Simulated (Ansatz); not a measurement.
TiH₂, singlet: reading a ladder of total energies

Geometry: a point of a breathe scan, not a stationary point.

```xyz
3

Ti    0.0000    0.0000    0.0000
H     0.0000    0.0000   -2.7785
H     0.0000    0.0000    2.7785
```

Basis def2-SVP; Ansatz 0.2.0. Correlated methods freeze the noble-gas cores, which leaves 6 electrons in 32 orbitals. R marks a restricted (for open shells ROHF) determinant. No spin–orbit coupling is included, and no scalar relativity. The metal's outer-core shells are frozen, which leaves out core–valence correlation.

Full CI is exact within this basis and frozen core; it isn't the basis-set limit.

Runs differ by some tens of microhartree through their thresholds, so steps under 0.03 kcal/mol mean nothing.

```
     level  total energy (hartree)
       RHF             -849.233165
      RMP2             -849.293225
     RCCSD             -849.339432
  RCCSD(T)             -849.343327
   RCCSDT*             -849.345659
RCCSDT(Q)*             -849.346286
   full CI             -849.347039
```

What is the correlation energy at full CI, and what share of it do RMP2 and RCCSD recover?

E(corr) = -849.347039 − (-849.233165) = -0.113874 hartree = -3.099 eV. RMP2: -0.060060 / -0.113874 = 52.74 %. RCCSD: -0.106267 / -0.113874 = 93.32 %.

By how many kcal/mol does RCCSD(T) miss full CI (1 hartree = 627.509 kcal/mol), and which steps make up the rest?

-849.343327 − (-849.347039) = 0.003712 hartree = 2.33 kcal/mol. Steps: RCCSDT − RCCSD(T) = -1.46, RCCSDT(Q) − RCCSDT = -0.39, full CI − RCCSDT(Q) = -0.47 kcal/mol. With more than one leading determinant such errors change with state and geometry, and needn't cancel in differences.

An asterisk marks runs whose energy the program itself flagged as in doubt.
